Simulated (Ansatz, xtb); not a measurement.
Molecule: C₂H₇O, charge 1, multiplicity 1. It need not be the lowest isomer of its formula. 
Coordinates optimised at B3LYP-D3(BJ)/def2-TZVP (Ansatz, a quantum-chemistry and plane-wave program):
```xyz
10

C      0.0222     1.2726    -0.2545
O      0.0348     0.0015     0.5266
C      0.0098    -1.2743    -0.2467
H      0.0708     2.0694     0.4806
H      0.9186     1.2427    -0.8643
H     -0.8857     1.3066    -0.8513
H      0.0507    -2.0670     0.4934
H     -0.8984    -1.3032    -0.8433
H      0.9064    -1.2569    -0.8566
H     -0.6322     0.0069     1.2356
```
Charge +1, spin multiplicity 1.

Harmonic wavenumbers from GFN2-xTB (xtb, at its own minimum), cm⁻¹: 179, 242, 370, 823, 873, 987, 1035, 1068, 1154, 1170, 1246, 1390, 1398, 1414, 1423, 1424, 1437, 3028, 3029, 3053, 3054, 3055, 3057, 3250.

Problem. Give the harmonic wavenumbers at B3LYP-D3(BJ)/def2-TZVP (Ansatz, finite differences of forces, unscaled).

Solution. 146, 203, 337, 652, 798, 908, 1090, 1145, 1199, 1265, 1428, 1461, 1474, 1481, 1483, 1487, 1496, 3083, 3084, 3194, 3195, 3207, 3209, 3685 cm⁻¹. Zero-point energy 58.2 kcal/mol.

Problem. From these and the geometry, give the ideal-gas thermochemistry at 298.15 K and 1 atm (rigid rotor, harmonic oscillator).

Solution. Point group Cs, rotational symmetry number 1. Rotational constants 34.64, 8.74, 7.765 GHz. S(trans) 37.47, S(rot) 22.44, S(vib) 7.06, S(elec, spin only) 0.00, S 67.0 cal/(mol K). H(298) - H(0) 3.60 kcal/mol; G - E(el) 41.8 kcal/mol.
